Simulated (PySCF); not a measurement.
Stepwise substitution at one centre (Si F-Cl). All species are isolated molecules in the gas phase. Strings in code marks are SMILES.

These are PBE-D3(BJ)/def2-TZVP // PBE0-D3(BJ)/def2-TZVP run with PySCF 2.14.0 values and carry that method's errors. Excitations are Tamm–Dancoff values on a coarser integration grid. The basis has no diffuse functions, so Rydberg states are missing or too high.

```tsv
species	LUMO (eV)	HOMO–LUMO gap (eV)	S1 excitation (TDA) (eV)	S1 oscillator strength
0 of 4 F replaced by Cl	[?]	10.06	10.17	[?]
2 of 4 F replaced by Cl (`F[Si](F)(Cl)Cl`)	-0.95	7.50	7.74	[?]
3 of 4 F replaced by Cl (`F[Si](Cl)(Cl)Cl`)	-1.29	[?]	7.07	0.000
4 of 4 F replaced by Cl (`Cl[Si](Cl)(Cl)Cl`)	-1.58	6.52	6.67	0.000
```

Q: Some entries are withheld; supply them.

A: 
- 0 of 4 F replaced by Cl, LUMO (eV): -0.53
- 0 of 4 F replaced by Cl, S1 oscillator strength: 0.000
- 2 of 4 F replaced by Cl (`F[Si](F)(Cl)Cl`), S1 oscillator strength: 0.021
- 3 of 4 F replaced by Cl (`F[Si](Cl)(Cl)Cl`), HOMO–LUMO gap (eV): 6.89
